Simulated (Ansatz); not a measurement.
**Solid bromine**

The numbers are results of r²SCAN (plane waves, PAW; Ansatz, a program for electronic structure), not measurements.

Numerical settings: plane-wave cutoff 600 eV, 6×6×4 k mesh (along the axes of the cell as run), finite displacements, scalar-relativistic PAW data made under PBE.

Cell (measured lattice):

Br is taken in the orthorhombic space group Cmce (No. 64), Pearson symbol oS8. Conventional cell: a = 6.7430 Å, b = 4.6685 Å, c = 8.7002 Å, α = β = γ = 90.00°. Br on 8f sees 1 Br at 2.335 Å. (Neighbours: up to the widest gap in distance over summed covalent radii, below 1.35, at either atom.)
(The calculation used a cell of 4 atoms; values per cell refer to that cell.)

| Item | Value |
|---|---|
| electronic dielectric constant ε∞ (mean over three axes) | 4.74 |

Note: the run finds an imaginary mode (37i cm⁻¹), so the cell is a saddle point at this level; the cell isn't this level's own, so it is under some stress, which shifts stiffness and frequencies.
